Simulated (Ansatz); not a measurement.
Two shapes of singlet CH₃N.

Shape 1:

```xyz
5

C    -0.0029   -0.0458   -0.6317
N     0.0249   -0.0982    0.6485
H     0.0352    0.9194    1.0597
H    -0.0159   -0.9979   -1.1867
H    -0.0394    0.8813   -1.2322
```

Shape 2:

```xyz
5

C    -0.0097   -0.0501   -0.7208
N     0.0300   -0.1536    0.7186
H     0.0251    0.9118    1.1483
H     0.0198   -1.0526   -1.2478
H    -0.1043    0.8206   -1.2424
```

Basis set: 6-31G (spherical functions). Correlated methods keep 2 orbitals frozen. Charge 0, multiplicity 1.

Computed with Ansatz (development build ahead of 0.2.0); each method stands on the lowest determinant of its kind that the runs found.

(1) Which shape is lower in energy, and by how much in each method?

## Answers

(1)

```tsv
method	E(2) − E(1) (eV)
RHF	1.205
RHF-MP2	0.648
```

Shape 1 is lower.
